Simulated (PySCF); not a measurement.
Molecule: `InChI=1S/C2H5NOS/c3-2(4)1-5/h5H,1H2,(H2,3,4)`.

Numbering as in the mapped SMILES `[NH2:1][C:2](=[O:3])[CH2:4][SH:5]`; H(Xn) means a hydrogen on atom n. Ha(N1) is cis to the C=O or C=S heteroatom; Hb(N1) is trans to the C=O or C=S heteroatom.

Geometry PBE0-D3(BJ)/def2-SVP throughout; GIAO in PySCF, gas phase, one conformer, non-relativistic; equivalent atoms averaged; basis pcSseg-2.

**Question.** How do the absolute shieldings σ depend on the functional? (ppm; last column core-seconds on shared hosts with different chips, so compare them loosely; the GGAs took longer than the global hybrids here, which isn't the general rule, and the cause wasn't traced)

**Answer.** 
```csv
functional,kind,N1,C2,C4,O3,S5,Hb(N1),Ha(N1),H(C4),H(S5),core-s
HF,Hartree–Fock,164.8,12.3,160.3,-53.9,618.8,24.84,26.71,28.77,29.67,13
LDA,LDA,139.2,4.3,146.9,-88.6,559.2,23.45,26.16,27.74,28.53,31
PBE,GGA,141.8,8.9,146.1,-77.7,562.1,23.91,26.63,28.18,29.18,36
BLYP,GGA,138.9,3.2,140.2,-80.4,531.4,24.14,26.85,28.35,29.46,36
BP86,GGA,141.5,8.7,145.7,-76.2,557.4,23.99,26.69,28.25,29.26,36
OPBE,GGA,148.8,20.4,152.3,-61.6,596.9,23.89,26.60,28.20,29.22,36
KT2,GGA,148.5,19.6,150.5,-52.8,586.0,23.94,26.65,28.17,29.15,36
KT3,GGA,149.3,20.5,148.8,-49.9,582.2,24.10,26.80,28.34,29.43,41
B97-D,GGA,144.6,12.2,145.0,-63.2,555.8,24.16,26.84,28.38,29.45,36
B3LYP,global hybrid,144.0,3.9,144.6,-81.0,554.9,24.29,26.72,28.39,29.46,21
PBE0,global hybrid,148.1,9.5,150.9,-78.0,588.2,24.15,26.53,28.27,29.24,21
mPW1PW91,global hybrid,147.3,8.6,150.1,-79.3,583.6,24.21,26.58,28.32,29.32,21
WP04,global hybrid,135.2,-3.4,135.1,-82.6,520.3,24.50,26.84,28.67,29.94,25
B97-2,global hybrid,148.9,12.0,150.1,-68.8,584.4,24.27,26.67,28.38,29.40,24
BHandHLYP,global hybrid,151.8,5.5,150.5,-75.8,581.4,24.49,26.62,28.48,29.48,24
CAM-B3LYP,range-separated hybrid,148.4,2.8,148.4,-79.7,568.2,24.38,26.59,28.37,29.33,37
wB97X-D,range-separated hybrid,148.6,7.3,150.7,-78.6,583.5,24.38,26.61,28.43,29.37,31
LC-wPBE,range-separated hybrid,153.3,5.7,155.4,-76.0,601.2,24.49,26.57,28.45,29.29,40
```

**Question.** Which nucleus moves most, in ppm?

**Answer.** S5 (thiol sulfur): from 520.3 ppm with WP04 to 618.8 ppm with HF. The smallest spread is 0.69 ppm, at Ha(N1). Proton shifts span only some 12 ppm, so a few tenths of a ppm matter as much there as several ppm in carbon.
